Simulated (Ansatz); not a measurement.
Basis-set extrapolation for C3H4ClF, SMILES `C/C(Cl)=C/F` (PBE0-D4/def2-TZVP geometry, frozen core, Ansatz). Multiplicity 1, RHF reference.

```tsv
	def2-TZVPP	def2-QZVPP
HF	-674.940894	-674.963320
MP2 correlation	-0.929022	-1.004280
CCSD(T) correlation	-1.006447	not run
```

Energies in hartree. Use E(X) = E(∞) + A·exp(−7.88·√X) for Hartree–Fock and E(X) = E(∞) + B·X^(−2.97) for correlation, with X = 3 and 4, and add CCSD(T) minus MP2 of the smaller set to the MP2 limit.

Question: What is the CCSD(T) energy at the basis-set limit?

Answer: HF limit: -674.963320 + (-0.022426) × 0.13774 = -674.96641. MP2 limit: -1.004280 + (-0.075258) × 0.74074 = -1.06003. Higher-order term: -1.006447 − (-0.929022) = -0.07743. Total: -676.10387 hartree, 4.26 eV below CCSD(T)/def2-TZVPP.
